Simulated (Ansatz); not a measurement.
Calculated with Ansatz (gas phase, PBE0-D4/def2-TZVP geometries, no zero-point term in ΔE). CBS: MP2 limit from def2 TZ/QZ plus the TZ coupled-cluster correction, frozen cores. This one scheme is used for every species, atoms too. DFT in def2-TZVPP. No spin–orbit coupling; open shells (•) take unrestricted orbitals. Spin–orbit coupling would lower the free atoms: a little for Cl. For Mg outer-core shells are correlated without core-valence functions, so the limit isn't a true one: a few kJ/mol of doubt a bond, and 10 to 20 or more in all where bonds break to atoms.

Reaction (homolysis of the Cl–Mg bond): `[MgH][Cl]` → Cl• + `[MgH]`•

| level | ΔE (eV) | difference from CCSD(T)/CBS |
| --- | --- | --- |
| r2SCAN-D4 | 4.95 | -0.21 |
| B97M-V | 5.07 | -0.09 |
| r2SCANh-D4 | 4.92 | -0.24 |
| BHLYP-D4 | 4.76 | -0.40 |
| ωB97X-V | 5.04 | -0.12 |
| LC-ωPBE | 4.88 | -0.28 |
| RPA@PBE/def2-TZVPP | 4.40 | -0.76 |
| CCSD/def2-SVP | 4.65 | -0.51 |
| CCSD(T)/def2-TZVPP | 4.84 | -0.32 |
| HF/def2-QZVPP | 3.88 | -1.28 |
| CCSD(T)/CBS | 5.16 | 0 |

Largest T1 diagnostic among the species: 0.012.

Leaving LDA and LC-ωPBE aside and taking each functional with its dispersion term where it has one, the values, not all of them listed here, spread over 0.39 eV, from revPBE-D4 to ωB97M-V. LDA lies +0.48 eV from PBE without D4, its usual overbinding. At CCSD(T), def2-SVP lies −0.46 eV from the extrapolated value and def2-TZVPP −0.31 eV: correlation converges slowly with the basis, and small sets miss more of it in the bonded molecule than in its fragments.

CCSD(T)/CBS has its own doubt, a few kJ/mol and more with outer-core shells, so smaller differences from it don't rank the levels.
